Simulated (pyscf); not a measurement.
## Hydrogen shift: •H₂C–CH₂–SiH₃ -> H₃C–CH•–SiH₃

Gas phase, doublet surface, charge 0. Bonds broken: C5–H7. Bonds formed: C6–H7. Single points on ωB97X-D3(BJ)/def2-SVP structures (PySCF, gas phase).

Transition state (Å):

```xyz
10

Si    -1.5100    -1.2543     0.6354
H     -0.8086    -1.0419     1.9391
H     -1.3258    -2.6695     0.2000
H     -2.9707    -1.0241     0.8737
C     -0.8008    -0.0928    -0.6260
C     -0.4598     1.3277    -0.3088
H      0.3814     0.3219    -0.3719
H     -0.8647    -0.3273    -1.6941
H     -0.5655     1.6915     0.7167
H     -0.3573     2.0576    -1.1155
```

One imaginary mode, 1869i cm⁻¹; descent along it reached the two sides named.

```json
[
 {"bond": "C5–H7", "change": "breaks", "reactant side (Å)": "1.104", "saddle": "1.278", "product side": "2.159"},
 {"bond": "C6–H7", "change": "forms", "reactant side (Å)": "2.156", "saddle": "1.313", "product side": "1.107"}
]
```

Electronic energies relative to the reactant's lowest minimum found (kJ/mol):

```tsv
level	barrier	reaction energy	reverse barrier
ωB97X-D3(BJ)/def2-TZVP	162.6	-10.5	173.2
PBE/def2-TZVP	144.4	-10.1	154.5
r²SCAN/def2-TZVP	157.9	-10.1	168.1
B3LYP-D3(BJ)/def2-TZVP	161.6	-10.9	172.5
PBE0-D3(BJ)/def2-TZVP	156.4	-9.8	166.2
M06-2X/def2-TZVP	161.2	-9.4	170.6
ωB97M-D3(BJ)/def2-TZVP	159.3	-10.0	169.4
HF/def2-TZVP	204.0	-14.8	218.8
```

With ωB97M-D3(BJ)/def2-TZVP energies and thermal terms (ideal gas, 1 atm, RRHO with modes under 100 cm⁻¹ raised to 100, one conformer, R ln 2 for chiral ones without a mode under 150 cm⁻¹), in kJ/mol:

```
T (K)    ΔH‡    ΔG‡    ΔH     ΔG
-----  -----  -----  ----  -----
298    149.4  151.1  -7.7   -9.8
600    147.8  153.4  -8.7  -11.5
900    146.3  156.6  -9.3  -12.8
1200   144.6  160.3  -9.6  -13.9
```

The same reactants have a lower exit, to SiH₃• + H₂C=CH₂ (barrier +102.6 kJ/mol at ωB97M-D3(BJ)/def2-TZVP, against +159.3 kJ/mol here). •H₂C–CH₂–SiH₃ lies 83.9 kJ/mol over its isomer H₃C–SiH•–CH₃ (electronic energy, ωB97M-D3(BJ)/def2-TZVP). H₃C–CH•–SiH₃ lies 73.8 kJ/mol over its isomer H₃C–SiH•–CH₃ (electronic energy, ωB97M-D3(BJ)/def2-TZVP). One saddle was located; it need not be the lowest between these sides.
